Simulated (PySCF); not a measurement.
# Basis-set dependence of MgP at r²SCAN

PySCF, UKS reference; quartet, unpaired electrons σ ↑, π ↑↑; De to Mg + P without counterpoise correction.

```tsv
basis	relativity	functions	Re (Å)	ωe (cm⁻¹)	De (eV)	μ (D)
x2c-SVPall	spin-free X2C	36	2.571	300	0.94	-1.79
cc-pVDZ/cc-pV(D+d)Z	no relativity	41	2.558	303	0.92	-1.80
aug-cc-pVDZ/aug-cc-pV(D+d)Z	no relativity	59	2.557	305	0.96	-1.97
x2c-TZVPPall	spin-free X2C	74	2.541	311	0.97	-1.90
```

**Question.** How does each smaller set differ from the one with most functions, x2c-TZVPPall?

**Answer.** x2c-SVPall: +3.0 pm, -3.5 % in ωe, -0.03 eV in De; cc-pVDZ/cc-pV(D+d)Z: +1.7 pm, -2.6 % in ωe, -0.05 eV in De; aug-cc-pVDZ/aug-cc-pV(D+d)Z: +1.6 pm, -1.9 % in ωe, -0.01 eV in De. All at r²SCAN; the set with most functions is neither the basis-set limit nor always the best. The rows treat relativity differently, so the differences are not basis effects alone.

A positive dipole means Mg(−)P(+). The state is the lowest determinant that a PBE0 search found; another state may lie lower at other levels.
